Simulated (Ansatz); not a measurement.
Ansatz (a program for electronic structure) input:
A basis named .json is the Basis Set Exchange file of that set.

Ansatz 0.2 input:
```yaml
crystal:
  periodic: [false, false, false]
  atoms:
    - {symbol: S, position_ang: [0.00640256, 0.00047292, 0.29069695]}
    - {symbol: O, position_ang: [-0.02787847, 1.30229518, -0.29234333]}
    - {symbol: O, position_ang: [0.01507336, -1.30324101, -0.28905056]}
basis:
  gaussian:
    orbitals: aug-cc-pV_D+d_Z.json
total_charge: 1
magnetization: {spin_polarized: true, initial_magnetization: 1}
correlation: {method: ccsd_t, electrons: outside_noble_gas}
output: {forces: true}
```

**Question.** What final total energy does it print?

**Answer.** -547.37056 Eh (CCSD(T)/aug-cc-pV(D+d)Z). The basis has 78 functions.
